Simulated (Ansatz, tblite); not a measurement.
Forces on AlH2(OMe) (CH₅AlO) at its r2SCAN-D4/def2-TZVP geometry. Total charge 0; singlet.

The xTB rows come from tblite.

GFN1-xTB (tblite), largest force 1.39 eV/Å:

```xyz
8
positions Å, forces eV/Å
Al    0.665    1.455   -0.537    0.546    1.195   -0.441
H     1.163    2.500    0.541   -0.249   -0.533   -0.324
H     0.765    1.710   -2.094   -0.108   -0.252    0.614
O     0.003    0.029   -0.010    0.360    0.799   -0.296
C    -0.535   -1.173    0.433   -0.383   -0.857    0.316
H    -0.316   -1.981   -0.274   -0.009   -0.157   -0.021
H    -1.622   -1.092    0.531   -0.161   -0.080    0.045
H    -0.123   -1.448    1.411    0.004   -0.115    0.106
```

GFN2-xTB (tblite), largest force 0.72 eV/Å:

```
Al -0.035 -0.044 0.018
H -0.148 -0.310 -0.421
H -0.002 -0.021 0.543
O 0.327 0.603 -0.226
C -0.233 -0.455 0.169
H 0.032 0.107 0.025
H 0.041 0.045 -0.017
H 0.018 0.075 -0.091
```

LDA (SPW92)/def2-TZVP (Ansatz), largest force 0.83 eV/Å:

```
Al -0.084 -0.189 0.071
H 0.032 0.064 0.109
H -0.004 -0.007 -0.130
O -0.135 -0.262 0.096
C 0.345 0.712 -0.262
H 0.049 -0.238 -0.193
H -0.306 0.011 0.031
H 0.103 -0.090 0.279
```
